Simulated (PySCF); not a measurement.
Gas-phase reaction: (CH3)3SiH → (CH3)3Si + H

Energies from PySCF, thermal terms from the rigid-rotor harmonic-oscillator model, ideal gas at 1 bar. † marks an energy on the PBE0/def2-TZVP geometry and frequencies; other levels use their own. 6-31G* has spherical d functions here. Open shells (unrestricted): (CH3)3Si (multiplicity 2), H (multiplicity 2); the rest are closed-shell singlets. B3LYP is the form with VWN-RPA correlation. (CH3)3Si: computed as isolated molecules; such fragments, hydroxides, amides, oligomers or adducts are transient or little studied in the gas. The harmonic model lacks anharmonicity and excited electronic states, which grow with temperature; levels with a mode under 35 cm⁻¹ are left out. Internal rotation in (CH3)3SiH, (CH3)3Si is treated as a harmonic vibration of one conformer, which makes the entropy rough.

```json
[
 {"level": "B3LYP/6-31G*", "ΔE electronic, kJ": "404", "ΔH°(298 K), kJ": "385", "ΔS°(298 K), J/K": "121", "ΔG°(1000 K), kJ": "258"},
 {"level": "HF/6-31G*", "ΔE electronic, kJ": "328", "ΔH°(298 K), kJ": "309", "ΔS°(298 K), J/K": "120", "ΔG°(1000 K), kJ": "183"},
 {"level": "HF/def2-TZVP†", "ΔE electronic, kJ": "329", "ΔH°(298 K), kJ": "310", "ΔS°(298 K), J/K": "121", "ΔG°(1000 K), kJ": "184"},
 {"level": "M06-2X/def2-TZVP†", "ΔE electronic, kJ": "400", "ΔH°(298 K), kJ": "382", "ΔS°(298 K), J/K": "121", "ΔG°(1000 K), kJ": "256"},
 {"level": "PBE0/def2-TZVP", "ΔE electronic, kJ": "391", "ΔH°(298 K), kJ": "373", "ΔS°(298 K), J/K": "121", "ΔG°(1000 K), kJ": "247"},
 {"level": "LDA/def2-TZVP†", "ΔE electronic, kJ": "426", "ΔH°(298 K), kJ": "408", "ΔS°(298 K), J/K": "121", "ΔG°(1000 K), kJ": "282"},
 {"level": "ωB97M-V/def2-TZVP†", "ΔE electronic, kJ": "418", "ΔH°(298 K), kJ": "400", "ΔS°(298 K), J/K": "121", "ΔG°(1000 K), kJ": "273"},
 {"level": "ωB97X-V/def2-TZVP†", "ΔE electronic, kJ": "414", "ΔH°(298 K), kJ": "396", "ΔS°(298 K), J/K": "121", "ΔG°(1000 K), kJ": "270"}
]
```
ΔH° is lowest at HF/6-31G* and highest at LDA/def2-TZVP†. No reference value is set beside these.
